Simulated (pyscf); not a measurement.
Single points on ωB97X-D3(BJ)/def2-SVP structures (PySCF, gas phase).

**Question.** For the elementary gas-phase step H₃C–CH(CH₃)–O–Sn(OH)(OH)–OH → HO–Sn(OH)(OH)–OH + H₂C=CH–CH₃ (singlet surface; C–O, C–H broken, H–O formed), what barrier and reaction energy does PBE0-D3(BJ)/def2-TZVP give, measured from the reactant's lowest minimum found?

**Answer.** ΔE‡ = 61.8 kcal/mol, ΔE = +20.5 kcal/mol. ωB97M-D3(BJ)/def2-TZVP gives 62.6 kcal/mol and +17.2 kcal/mol. Zero-point energy shifts the barrier by -4.9 kcal/mol. It is an elimination, with an imaginary mode of 1819i cm⁻¹. On the product side the descent ends in a complex, 6.3 kcal/mol under the separated species and 51.0 kcal/mol under the saddle at ωB97X-D3(BJ)/def2-TZVP. At ωB97X-D3(BJ) the barrier from the zero used here is 65.9 kcal/mol. One saddle was located; it need not be the lowest between these sides. Elements past Kr carry the def2 core potentials, without spin-orbit coupling.
